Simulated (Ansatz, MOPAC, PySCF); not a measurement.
Molecule: C$_{2}$H$_{7}$O, charge 1, multiplicity 1. SMILES: C[OH+]C
Geometry: optimised at B3LYP-D3(BJ)/def2-TZVP (Ansatz, a first-principles code).

Unscaled harmonic wavenumbers (cm⁻¹) in rising order, each level at the stationary point that it reaches from this structure (no distance between atoms moves by over 0.3 Å); the order of modes can differ between levels, and a negative number is imaginary. B3LYP-D3(BJ)/def2-TZVP (PySCF, at the structure above): 148, 203, 337, 652, 798, 908, 1090, 1145, 1199, 1266, 1428, 1461, 1475, 1482, 1484, 1487, 1496, 3083, 3083, 3194, 3194, 3207, 3208, 3685.

PM6 (MOPAC): 120, 168, 387, 838, 877, 908, 987, 1019, 1116, 1162, 1195, 1197, 1205, 1218, 1278, 1298, 1329, 2500, 2625, 2633, 2638, 2646, 2712, 2724. Zero-point energy 49.7 against 58.2 kcal/mol; where all levels lie over 400 cm⁻¹, the wavenumbers are on average 0.869 times those of B3LYP-D3(BJ)/def2-TZVP.

PM7 (MOPAC): 117, 176, 392, 827, 876, 890, 993, 1025, 1109, 1166, 1239, 1243, 1250, 1262, 1305, 1331, 1346, 2599, 2599, 2613, 2618, 2655, 2704, 2716. Zero-point energy 50.1 against 58.2 kcal/mol; where all levels lie over 400 cm⁻¹, the wavenumbers are on average 0.878 times those of B3LYP-D3(BJ)/def2-TZVP.

HF/3-21G (Ansatz): 116, 134, 306, 387, 827, 978, 1191, 1244, 1277, 1355, 1545, 1600, 1625, 1631, 1641, 1641, 1654, 3262, 3263, 3379, 3380, 3385, 3386, 3858. Zero-point energy 61.6 against 58.2 kcal/mol; where all levels lie over 400 cm⁻¹, the wavenumbers are on average 1.076 times those of B3LYP-D3(BJ)/def2-TZVP.

B3LYP/6-31G* (Ansatz): 155, 206, 341, 667, 806, 915, 1095, 1147, 1201, 1270, 1444, 1470, 1494, 1494, 1502, 1506, 1514, 3110, 3110, 3225, 3226, 3241, 3242, 3643. Zero-point energy 58.6 against 58.2 kcal/mol; where all levels lie over 400 cm⁻¹, the wavenumbers are on average 1.008 times those of B3LYP-D3(BJ)/def2-TZVP.
